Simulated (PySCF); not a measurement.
Molecule: SMILES CP(C)(=O)O, C2H7O2P.

Structure with atom numbers: `[CH3:1][P:2]([CH3:3])(=[O:4])[OH:5]` (H(Xn): hydrogen on atom n).

Geometry PBE0-D3(BJ)/def2-SVP throughout; GIAO in PySCF, gas phase, one conformer, non-relativistic; equivalent atoms averaged; basis pcSseg-2.

(1) How do the shifts δ (against TMS, H3PO4, H2O at the same level) depend on the functional? (ppm; last column core-seconds on 1 thread of an Arm Neoverse V2, shared host; the GGAs took longer than the global hybrids here, which isn't the general rule, and the cause wasn't traced)

(2) Which nucleus moves most, in ppm?

## Answers

(1) 
| functional | kind | C1/C3 | P2 | O4 | O5 | H(O5) | H(C1)/H(C3) | core-s |
| --- | --- | --- | --- | --- | --- | --- | --- | --- |
| HF | Hartree–Fock | 16.6 | 44.0 | 111.2 | 85.0 | 2.85 | 1.22 | 17 |
| LDA | LDA | 20.7 | 42.5 | 189.1 | 141.5 | 2.34 | 1.35 | 34 |
| PBE | GGA | 19.4 | 39.4 | 172.6 | 128.8 | 2.12 | 1.32 | 40 |
| BLYP | GGA | 19.4 | 43.5 | 170.7 | 127.8 | 2.10 | 1.32 | 41 |
| BP86 | GGA | 19.6 | 40.7 | 170.0 | 126.7 | 2.13 | 1.32 | 40 |
| OPBE | GGA | 18.3 | 34.8 | 160.1 | 118.6 | 2.16 | 1.30 | 40 |
| KT2 | GGA | 18.9 | 36.8 | 169.6 | 125.3 | 2.08 | 1.30 | 42 |
| KT3 | GGA | 18.1 | 36.7 | 159.1 | 117.5 | 2.08 | 1.30 | 44 |
| B97-D | GGA | 18.9 | 42.0 | 159.5 | 118.7 | 2.17 | 1.32 | 42 |
| B3LYP | global hybrid | 19.1 | 43.9 | 158.5 | 118.7 | 2.30 | 1.29 | 32 |
| PBE0 | global hybrid | 18.9 | 40.0 | 156.4 | 116.7 | 2.34 | 1.28 | 32 |
| mPW1PW91 | global hybrid | 18.9 | 40.7 | 154.8 | 115.3 | 2.34 | 1.28 | 32 |

(2) O4 (P=O oxygen): from 111.2 ppm with HF to 189.1 ppm with LDA. The smallest spread is 0.13 ppm, at H(C1)/H(C3). Proton shifts span only some 12 ppm, so a few tenths of a ppm matter as much there as several ppm in carbon.
